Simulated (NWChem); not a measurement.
The numbers come from NWChem runs, not from measurements. System: Cl, charge 0, spin multiplicity 2. Its SCF solution wasn't tested for a lower state. Level: UPBE0/def2-TZVP.

Output (cleaned and shortened):

```
             Northwest Computational Chemistry Package (NWChem) 7.3.0
             --------------------------------------------------------

                                NWChem Input Module
                                -------------------

 Scaling coordinates for geometry "geometry" by  1.889725989
 (inverse scale =  0.529177249)

                             Geometry "geometry" -> ""
                             -------------------------

 Output coordinates in angstroms (scale by  1.889725989 to convert to a.u.)

  No.       Tag          Charge          X              Y              Z
 ---- ---------------- ---------- -------------- -------------- --------------
    1 Cl                  17.0000     0.00000000     0.00000000     0.00000000

 Effective nuclear repulsion energy (a.u.)       0.0000000000

            Nuclear Dipole moment (a.u.)
            ----------------------------
        X                 Y               Z
 ---------------- ---------------- ----------------
     0.0000000000     0.0000000000     0.0000000000

      Symmetry information
      --------------------

 Group name             D2h
 Group number             26
 Group order               8
 No. of unique centers     1

      Symmetry unique atoms

     1


 Summary of "ao basis" -> "" (spherical)
 ------------------------------------------------------------------------------
       Tag                 Description            Shells   Functions and Types
 ---------------- ------------------------------  ------  ---------------------
 *                         def2-tzvp                  on all atoms

                                 NWChem DFT Module
                                 -----------------

 Summary of "ao basis" -> "ao basis" (spherical)
 ------------------------------------------------------------------------------
       Tag                 Description            Shells   Functions and Types
 ---------------- ------------------------------  ------  ---------------------
 Cl                        def2-tzvp                13       37   5s5p2d1f

 Summary of "ao basis" -> "ao basis" (spherical)
 ------------------------------------------------------------------------------
       Tag                 Description            Shells   Functions and Types
 ---------------- ------------------------------  ------  ---------------------
 Cl                        def2-tzvp                13       37   5s5p2d1f

      Symmetry analysis of basis
[...]
    11      0.032748  1 Cl pz

 Vector   12  Occ=0.000000D+00  E= 3.473495D-01  Symmetry=b3u
              MO Center=  7.6D-23,  2.1D-29, -8.0D-30, r^2= 3.2D+00
   Bfn.  Coefficient  Atom+Function         Bfn.  Coefficient  Atom+Function
  ----- ------------  ---------------      ----- ------------  ---------------
    18      1.371228  1 Cl px                15     -1.111174  1 Cl px
     6      0.160028  1 Cl px                12     -0.057320  1 Cl px
     9      0.032748  1 Cl px

                     DFT Final Beta Molecular Orbital Analysis
                     -----------------------------------------

 Vector    6  Occ=1.000000D+00  E=-8.088155D-01  Symmetry=ag
              MO Center=  6.4D-18, -1.4D-17,  1.0D-17, r^2= 7.8D-01
   Bfn.  Coefficient  Atom+Function         Bfn.  Coefficient  Atom+Function
  ----- ------------  ---------------      ----- ------------  ---------------
     4      0.720236  1 Cl s                  3     -0.519109  1 Cl s
     5      0.483771  1 Cl s                  1      0.090623  1 Cl s
     2      0.081328  1 Cl s

 Vector    7  Occ=1.000000D+00  E=-3.505999D-01  Symmetry=b1u
              MO Center=  5.2D-31,  2.9D-31, -1.0D-17, r^2= 1.1D+00
   Bfn.  Coefficient  Atom+Function         Bfn.  Coefficient  Atom+Function
  ----- ------------  ---------------      ----- ------------  ---------------
    17      0.552393  1 Cl pz                20      0.356061  1 Cl pz
    14      0.264511  1 Cl pz                 8     -0.212160  1 Cl pz
    11     -0.099197  1 Cl pz

 Vector    8  Occ=1.000000D+00  E=-3.505999D-01  Symmetry=b3u
              MO Center= -1.3D-17,  2.2D-31,  9.0D-31, r^2= 1.1D+00
   Bfn.  Coefficient  Atom+Function         Bfn.  Coefficient  Atom+Function
  ----- ------------  ---------------      ----- ------------  ---------------
    15      0.552393  1 Cl px                18      0.356061  1 Cl px
    12      0.264511  1 Cl px                 6     -0.212160  1 Cl px
     9     -0.099197  1 Cl px

 Vector    9  Occ=0.000000D+00  E=-2.280301D-01  Symmetry=b2u
              MO Center= -8.5D-16,  3.7D-16, -4.3D-17, r^2= 1.2D+00
   Bfn.  Coefficient  Atom+Function         Bfn.  Coefficient  Atom+Function
  ----- ------------  ---------------      ----- ------------  ---------------
    16      0.513229  1 Cl py                19      0.410475  1 Cl py
    13      0.252988  1 Cl py                 7     -0.204480  1 Cl py
    10     -0.095798  1 Cl py

 Vector   10  Occ=0.000000D+00  E= 3.535448D-01  Symmetry=b3u
              MO Center= -4.3D-20, -9.8D-31,  2.2D-30, r^2= 3.2D+00
   Bfn.  Coefficient  Atom+Function         Bfn.  Coefficient  Atom+Function
  ----- ------------  ---------------      ----- ------------  ---------------
    18      1.369566  1 Cl px                15     -1.118291  1 Cl px
     6      0.161597  1 Cl px                12     -0.056332  1 Cl px
     9      0.032391  1 Cl px

 Vector   11  Occ=0.000000D+00  E= 3.535448D-01  Symmetry=b1u
              MO Center= -1.1D-30, -3.5D-31, -3.4D-20, r^2= 3.2D+00
   Bfn.  Coefficient  Atom+Function         Bfn.  Coefficient  Atom+Function
  ----- ------------  ---------------      ----- ------------  ---------------
    20      1.369566  1 Cl pz                17     -1.118291  1 Cl pz
     8      0.161597  1 Cl pz                14     -0.056332  1 Cl pz
    11      0.032391  1 Cl pz

   alpha - beta orbital overlaps
   -----------------------------

   alpha      1      2      3      4      5      6      7      8      9     10
    beta      1      2      3      4      5      6      9      7      8     12
 overlap   1.000  1.000  1.000  1.000  1.000  0.998  0.997  1.000  1.000  0.997

   alpha     11     12     13     14     15     16     17     18     19     20
    beta     11     10     17     15     16     13     14     18     23     19
 overlap   1.000  1.000  0.998  1.000  1.000  1.000  1.000  1.000  1.000  1.000

   alpha     21     22     23     24     25     26     27     28     29     30
    beta     20     21     22     30     28     29     24     25     26     27
 overlap   1.000  1.000  1.000  0.996  0.999  0.999  1.000  1.000  1.000  1.000

   alpha     31     32     33     34     35     36     37
    beta     33     31     32     34     35     36     37
 overlap   0.996  0.999  0.999  1.000  1.000  1.000  1.000

     --------------------------
     Expectation value of S2:
     --------------------------
      <S2> =      0.7540 (Exact =     0.7500)

 Task  times  cpu:        0.2s     wall:        0.2s

 Total times  cpu:        0.3s     wall:        0.3s
```

Question: Write an NWChem input that would produce this output.

Answer: One answer among several that fit: 
```
start mol
memory heap 200 mb stack 900 mb global 1100 mb
geometry units angstroms nocenter noautoz
  Cl     0.000000     0.000000     0.000000
  symmetry group D2h
end
basis spherical
  * library def2-tzvp
end
dft
  xc pbe0
  odft
  mult 2
  semidirect memsize 60000000 filesize 0
  iterations 100
end
task dft energy
```
